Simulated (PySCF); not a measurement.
Cartesian coordinates (Å):
SMILES: [F]
```xyz
1

F      0.0000     0.0000     0.0000
```
Charge 0, spin multiplicity 2.

Q: Estimate the total energy, dipole moment and highest occupied spin orbital that TPSSh-D3(BJ)/def2-TZVP in PySCF returns for this input.

A: 
The total energy is -2714.77 eV and the dipole moment comes out as 0.00 D. The highest occupied spin orbital is -11.25 eV.
